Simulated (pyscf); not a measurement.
Thermochemistry of product channels of B–Cl [singlet] + HF on the singlet surface, in kcal/mol, from CCSD(T)/def2-TZVPP + ΔMP2(QZVPP) energies (ideal gas, 1 atm, RRHO with modes under 100 cm⁻¹ raised to 100, one conformer, R ln 2 for chiral ones without a mode under 150 cm⁻¹). Structures and frequencies: ωB97X-D3(BJ)/def2-SVP in PySCF. MP2 and CC: frozen core, UHF for open shells. ΔMP2 is the change of the MP2 total energy from the triple- to the quadruple-zeta basis.

```
products              ΔE  ΔH(298 K)  ΔG(600 K)  ΔG(1200 K)
-------------------  ---  ---------  ---------  ----------
B–F [singlet] + HCl  ___      -25.7      -25.7       -25.5
F–BH–Cl              ___      -92.9      -74.8       -56.1
BH [singlet] + F–Cl  ___     +114.5     +114.1      +113.5
```

Problem. Fill in the missing entries.

Solution. 
- B–F [singlet] + HCl, ΔE: -24.9
- F–BH–Cl, ΔE: -94.6
- BH [singlet] + F–Cl, ΔE: +117.1

These are energies of the channels, which say nothing of barriers. The CCSD(T) − MP2 part came from Ansatz, without density fitting, on the same reference.
